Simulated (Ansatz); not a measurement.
**How the lattice constant a of Au (model structure, started from the simple cubic type, Pm-3m, No. 221, 1 atom in the cell) moves with the method**

No measured value is used here.

```
level (code)         value (Å)
-------------------  ---------
PBE (Ansatz)             2.748
PBEsol (Ansatz)          2.694
PBE-D3(BJ) (Ansatz)      2.712
r²SCAN (Ansatz)            [?]
```

Task: Complete the blanks.

Result: 
- r²SCAN (Ansatz, a program for electronic structure), value (Å): 2.720

Density-functional levels without +SOC have no spin–orbit coupling. Ansatz's density-functional and Hartree–Fock values are scalar-relativistic unless marked +SOC, with PAW data made under PBE.

A model structure was made by putting elements into a prototype or built by hand; it is no filed structure, need not be a known phase, and can be a saddle point held by its symmetry.
